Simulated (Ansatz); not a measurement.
# AlO+ (triplet): from Hartree-Fock to the top rungs, cc-pVTZ

One table from this session's results is given with a row withheld; the runs are named, their logs left out.

Program: Ansatz 0.2.0, Gaussian basis. Level of theory: cc-pVTZ, core rule «outside noble gas», up to 6 orbitals frozen. These are calculated values, not measurements.

The runs, in order: UHF; CCSD(T) on ROHF; CCSD(T) on UHF; BCCD(T) on ROHF; CISD; CCSDT(Q) on ROHF; CCSDT(Q) on UHF.

16 further runs of the same task are left out: 4 for a known fault of the program, 5 that didn't finish, 7 set aside as unsound or not needed.

## What is computed

The geometry is a PBE0/def2-TZVP stationary point (not a proven minimum) of the parent state, kept for this charge and spin.

2 atoms, charge 1, spin multiplicity 3.

Atoms are counted from 1 here; the program's logs count them from 0.

Bond lengths: Al1–O2 1.620 Å.

The first run:

Input file in.yaml:

```yaml
crystal:
  periodic: [false, false, false]
  atoms:
    - {symbol: Al, position_ang: [0.000000, 0.000000, 0.000000]}
    - {symbol: O, position_ang: [0.000000, 0.000000, 1.620001]}
basis:
  gaussian: {orbitals: cc-pVTZ}
total_charge: 1
magnetization: {spin_polarized: true, initial_magnetization: 2}
hamiltonian: {xc: hf}
output: {orbitals: {seedname: orbitals}}
```

Launch:

```sh
$ ansatz run in.yaml --threads 1 --pin off --events-out ev --progress --plain --max-ram 2393MiB
```

Steps of the session up to this table: UHF; CCSD(T) on ROHF; CCSD(T) on UHF; BCCD(T) on ROHF; CISD; CCSDT(Q) on ROHF; CCSDT(Q) on UHF.

One table of the session follows, with a row left open; its other results are not shown here.

| method | from UCCSDT(Q) (meV) |
| --- | --- |
| ROHF | +6450.8 |
| UHF | ? |
| RMP2 | +592.4 |
| UMP2 | +597.3 |
| CISD | +460.4 |
| RCCSD | +243.4 |
| UCCSD | +237.4 |
| RCCSD(T) | +30.2 |
| UCCSD(T) | +28.2 |
| BCCD(T) | +31.6 |
| RCCSDT | +13.0 |
| UCCSDT | +10.1 |
| RCCSDT(Q) | +5.8 |
| UCCSDT(Q) | 0 |

**Question.** Estimate the row for UHF.

**Answer.** from UCCSDT(Q) (meV): +6307.8. In the column «from UCCSDT(Q) (meV)» it lies between UMP2 (+597.3) and ROHF (+6450.8).

Limits of these values: Restricted and unrestricted rows rest on different reference determinants; where their highest levels disagree by more than a few hundredths of an eV, they describe different states and don't form one ladder.
